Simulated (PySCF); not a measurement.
Compound: C3H7NO.
Numbering: `[CH3:1]/[N:2]=[CH:3]/[CH2:4][OH:5]` (hydrogens: H6, H7, H8 on C1; H9 on C3; H10, H11 on C4; H12 on O5)

Level of theory: PBE0-D3(BJ)/def2-SVP geometry optimisation, gas phase in PySCF.

Give the optimised bond lengths and angles.

```
               bond  length (Å)
              C1–N2       1.433
              N2=C3       1.263
              C3–C4       1.499
              C4–O5       1.382
C1–H6, C1–H7, C1–H8       1.104
              C3–H9       1.109
     C4–H10, C4–H11       1.111
             O5–H12       0.975
```

Bonds in one row agree within 0.01 Å and their mean is given. A selection of angles:
```
     angle  degrees
  N2–C1–H6    113.8
  N2–C1–H7    109.5
  H6–C1–H7    108.6
  H7–C1–H8    106.4
  C1–N2–C3    120.7
  N2–C3–C4    118.4
  N2–C3–H9    123.3
  C4–C3–H9    118.4
  C3–C4–O5    111.6
 C3–C4–H10    107.9
 O5–C4–H10    111.9
H10–C4–H11    105.3
 C4–O5–H12    104.1
```

Torsions: C1–N2–C3–C4 180° (antiperiplanar); N2–C3–C4–O5 0° (synperiplanar); H12–O5–C4–C3 0° (synperiplanar).

The 5 heavy atoms lie in one plane (0.001 Å rms). The C–N distances run from 1.263 Å (N2=C3, drawn double) to 1.433 Å (C1–N2, drawn single), a spread of 0.170 Å. O5 (alcohol oxygen) is bent (angle 104.1°). H12 on O5 lies 1.96 Å from N2, 4 bonds away (angle at H 122°; Bondi radii sum to 2.75 Å). Of the pairs four or more bonds apart, those above aside, H6···H9 is among the closest relative to their van der Waals radii: 2.30 Å, 96 % of the sum of Bondi's values.

Point group: Cs (every atom within 0.08 Å of its image). No PBE0-D3(BJ)/def2-SVP frequencies stand behind this structure, so it isn't proved a minimum. The numbers are those of one conformer (N2–C3–C4–O5 0°, C3–C4–O5–H 0°).

Hardware: an x86-64 server with one thread, on a shared host. Cost: 18 s of wall time. That covers the optimisation of the geometry.
